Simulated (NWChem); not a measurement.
All runs are NWChem calculations. System: chloromethane (CH3Cl), charge 0, spin multiplicity 1, at a geometry optimised with PBE/def2-SVP. Level: MP2/def2-TZVPD, 6 core orbitals frozen.

Input file:

```
start mol
memory heap 200 mb stack 800 mb global 1000 mb
geometry units angstroms nocenter noautoz
  C      1.127872    -0.056818     0.000000
  Cl    -0.660971     0.033297     0.000000
  H      1.463483    -0.596686     0.904647
  H      1.463483    -0.596686    -0.904647
  H      1.542311     0.968228     0.000000
  symmetry group Cs
end
basis spherical
  * library def2-tzvpd
end
scf
  rhf
  nopen 0
  maxiter 100
  thresh 1e-7
  semidirect memsize 60000000 filesize 0
end
mp2
  freeze core 6
end
task mp2 energy
```

NWChem printed:

```
             Northwest Computational Chemistry Package (NWChem) 7.3.0
             --------------------------------------------------------

                                NWChem Input Module
                                -------------------

 Scaling coordinates for geometry "geometry" by  1.889725989
 (inverse scale =  0.529177249)

 Turning off AUTOSYM since
 SYMMETRY directive was detected!

                             Geometry "geometry" -> ""
                             -------------------------

 Output coordinates in angstroms (scale by  1.889725989 to convert to a.u.)

  No.       Tag          Charge          X              Y              Z
 ---- ---------------- ---------- -------------- -------------- --------------
    1 C                    6.0000     1.12787200    -0.05681800     0.00000000
    2 Cl                  17.0000    -0.66097100     0.03329700     0.00000000
    3 H                    1.0000     1.46348300    -0.59668600     0.90464700
    4 H                    1.0000     1.46348300    -0.59668600    -0.90464700
    5 H                    1.0000     1.54231100     0.96822800     0.00000000

 Effective nuclear repulsion energy (a.u.)      50.9037397874

            Nuclear Dipole moment (a.u.)
            ----------------------------
        X                 Y               Z
 ---------------- ---------------- ----------------
     0.0000037795    -0.0000056692     0.0000000000

      Symmetry information
      --------------------

 Group name             Cs
 Group number              2
 Group order               2
 No. of unique centers     4

      Symmetry unique atoms

     1    2    3    5


 Summary of "ao basis" -> "" (spherical)
 ------------------------------------------------------------------------------
       Tag                 Description            Shells   Functions and Types
 ---------------- ------------------------------  ------  ---------------------
 *                         def2-tzvpd                 on all atoms

 Summary of "ao basis" -> "ao basis" (spherical)
 ------------------------------------------------------------------------------
       Tag                 Description            Shells   Functions and Types
 ---------------- ------------------------------  ------  ---------------------
 C                         def2-tzvpd               13       37   6s3p3d1f
 Cl                        def2-tzvpd               16       46   6s6p3d1f
 H                         def2-tzvpd                5        9   3s2p

                                 NWChem SCF Module
                                 -----------------

  ao basis        = "ao basis"
  functions       =   110
  atoms           =     5
  closed shells   =    13
  open shells     =     0
  charge          =   0.00
  wavefunction    = RHF
  use symmetry    = T
  symmetry adapt  = T

 Summary of "ao basis" -> "ao basis" (spherical)
 ------------------------------------------------------------------------------
       Tag                 Description            Shells   Functions and Types
 ---------------- ------------------------------  ------  ---------------------
 C                         def2-tzvpd               13       37   6s3p3d1f
 Cl                        def2-tzvpd               16       46   6s6p3d1f
 H                         def2-tzvpd                5        9   3s2p

      Symmetry analysis of basis
      --------------------------

        a'         72
        a"         38

 Forming initial guess at       0.1s
[...]
    13      0.857032  1 C  px                59     -0.807128  2 Cl px
   109      0.672543  5 H  py                92      0.590629  3 H  pz

 Vector   15  Occ=0.000000D+00  E= 7.850170D-02  Symmetry=a'
              MO Center= -2.4D+00,  1.2D-01,  1.2D-17, r^2= 1.0D+01
   Bfn.  Coefficient  Atom+Function         Bfn.  Coefficient  Atom+Function
  ----- ------------  ---------------      ----- ------------  ---------------
    43     -2.002748  2 Cl s                 59     -1.965815  2 Cl px
     5      1.946383  1 C  s                  6      1.759295  1 C  s
    56     -0.420445  2 Cl px                86     -0.365750  3 H  s
    95     -0.365750  4 H  s                104     -0.365760  5 H  s
    76     -0.266364  2 Cl d  2              90     -0.244911  3 H  px

 Vector   16  Occ=0.000000D+00  E= 9.458331D-02  Symmetry=a"
              MO Center= -5.2D-01, -2.0D-01,  3.7D-12, r^2= 1.3D+01
   Bfn.  Coefficient  Atom+Function         Bfn.  Coefficient  Atom+Function
  ----- ------------  ---------------      ----- ------------  ---------------
    86      3.035245  3 H  s                 95     -3.035245  4 H  s
    15     -1.719878  1 C  pz                61     -1.343147  2 Cl pz
    29      0.891681  1 C  d  1              92     -0.585760  3 H  pz
   101     -0.585760  4 H  pz                91      0.500151  3 H  py
   100     -0.500151  4 H  py                75      0.308481  2 Cl d  1

 center of mass
 --------------
 x =  -0.19182464 y =   0.00966312 z =   0.00000000

 moments of inertia (a.u.)
 ------------------
          12.099563690257           6.312964975418           0.000000000000
           6.312964975418         137.097804434010           0.000000000000
           0.000000000000           0.000000000000         137.415854637899

  Mulliken analysis of the total density
  --------------------------------------

    Atom       Charge   Shell Charges
 -----------   ------   -------------------------------------------------------
    1 C    6     6.09   0.85  1.12  0.48  0.74 -0.20  0.02  1.19  1.40  0.40  0.02  0.08 -0.01  0.01
    2 Cl  17    17.29   2.01  0.45  1.52  1.08  0.90  0.03  4.18  1.69  1.07  2.80  1.48  0.03  0.01  0.04 -0.00  0.00
    3 H    1     0.87   0.26  0.48  0.09  0.02  0.02
    4 H    1     0.87   0.26  0.48  0.09  0.02  0.02
    5 H    1     0.87   0.26  0.48  0.09  0.02  0.02

       Multipole analysis of the density wrt the origin
       ------------------------------------------------

     L   x y z        total         open         nuclear
     -   - - -        -----         ----         -------
     0   0 0 0     -0.000000      0.000000     26.000000

     1   1 0 0      0.827605      0.000000      0.000004
     1   0 1 0     -0.041692      0.000000     -0.000006
     1   0 0 1      0.000000      0.000000      0.000000

     2   2 0 0    -13.543614      0.000000     77.570177
     2   1 1 0     -0.069398      0.000000     -3.613251
     2   1 0 1     -0.000000      0.000000      0.000000
     2   0 2 0    -14.917559      0.000000      6.027068
     2   0 1 1      0.000000      0.000000      0.000000
     2   0 0 2    -14.921065      0.000000      5.845019

                   NWChem MP2 Semi-direct Energy/Gradient Module
                   ---------------------------------------------

  Basis functions       =    110
  Molecular orbitals    =    110
  Frozen core           =      6
  Frozen virtuals       =      0
  Active alpha occupied =      7
  Active beta occupied  =      7
  Active alpha virtual  =     97
  Active beta virtual   =     97
  Use MO symmetry       = T
  Use skeleton AO sym   = T

  AO/Fock/Back tols     =   1.0D-09  1.0D-09  1.0D-09

 GA uses MA = F    GA memory limited = T

 Available:
  local mem=  1.15D+08
 global mem=  1.31D+08
 local disk=  0.00D+00
  mp2_memr nvloc                    97
  nvloc new                    97
   1 passes of   7:        5242880                      58620                  14084755.
   1 passes of   7: M    114680667           G      131047800           F     109437787.

 Semi-direct pass number   1 of   1  for RHF alpha+beta  at        4.1s
  vrange nnbf                  6092
  mp2_eaftype                    53  avail_ma_in_mb                   999
 EAF : mp2_eaftype filesize          53    7042378.
  mp2_eaf for mointskh                     53
Node 0 wrote     33.1 Mb in      0.0 s     Agg I/O rate:  1881.0 Mb/s
 Done moints_semi at        9.7s
  mp2_eaftype                    53  avail_ma_in_mb                   946
 EAF : mp2_eaftype filesize          53    7042378.
  mp2_eaf for kh                    53
 Done maket at        9.9s
 Done multipass loop at        9.9s

          -------------------------------------------
          SCF energy                -499.139192328248
          Correlation energy          -0.364912500834
          Singlet pairs               -0.239407269936
          Triplet pairs               -0.125505230898
          Total MP2 energy          -499.504104829082
          -------------------------------------------

          ---------------------------------------------------
                    Spin Component Scaled (SCS) MP2
          Same spin pairs                     -0.083670153932
          Same spin scaling factor             0.333333333333
          Opposite spin pairs                 -0.281242346902
          Opposite spin scaling fact.          1.200000000000
          SCS-MP2 correlation energy          -0.365380867593
          Total SCS-MP2 energy              -499.504573195841
          ---------------------------------------------------

 -----------------------
 Performance information
 -----------------------

 Timer overhead =  2.24D-07 seconds/call

               Nr. of calls         CPU time (s)                 Wall time (s)                GFlops
             ---------------    -------------------     ------------------------------   -------------------
Name         Min   Avg   Max    Min     Avg     Max     Min     Avg     Max   Mx/calls   Min     Max     Sum
mp2: moin     1     1     1    5.5     5.5     5.5      5.5     5.5     5.5     5.5      0.0     0.0     0.0
mp2: make     1     1     1   0.24    0.24    0.24     0.24    0.24    0.24    0.24      0.0     0.0     0.0
mp2: tota     1     1     1    5.8     5.8     5.8      5.8     5.8     5.8     5.8      0.0     0.0     0.0

 The average no. of pstat calls per process was 3.00D+00
 with a timing overhead of 6.71D-07s

 Task  times  cpu:        9.9s     wall:        9.9s

 Total times  cpu:        9.9s     wall:        9.9s
```
